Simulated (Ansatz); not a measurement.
Input for Ansatz (development build ahead of 0.2.0):

```yaml
crystal:
  periodic: [false, false, false]
  atoms:
    - { symbol: H, position_ang: [-0.47095, 0.6386, 0.30513] }
    - { symbol: C, position_ang: [0.27466, 0.64484, 1.06808] }
    - { symbol: C, position_ang: [1.09809, 0.54136, 1.99558] }
    - { symbol: O, position_ang: [1.78633, 0.41042, 2.90938] }
basis:
  gaussian: { orbitals: def2-SVP }
magnetization:
  spin_polarized: true
  initial_magnetization: 1
hamiltonian:
  xc: hf
correlation:
  method: mp2
  frozen_orbitals: { C: 1, H: 0, O: 1 }
output:
  forces: true
```

The input is written out in the form of the current development build from the run's settings.

The run gave:

```json
{"Converged": "yes", "Reference energy": "-150.96451 hartree", "Correlation energy": "-0.39571 hartree", "Total energy": "-151.36022 hartree", "Spin squared of the determinant": "0.816", "Stability test": "minimum"}
```

Forces (eV/Å):
```json
{"atom": "H1", "Fx": "-0.036", "Fy": "0.041", "Fz": "-0.173"}
{"atom": "C2", "Fx": "-2.003", "Fy": "0.387", "Fz": "-2.458"}
{"atom": "C3", "Fx": "0.253", "Fy": "-0.338", "Fz": "0.806"}
{"atom": "O4", "Fx": "1.786", "Fy": "-0.090", "Fz": "1.825"}
```
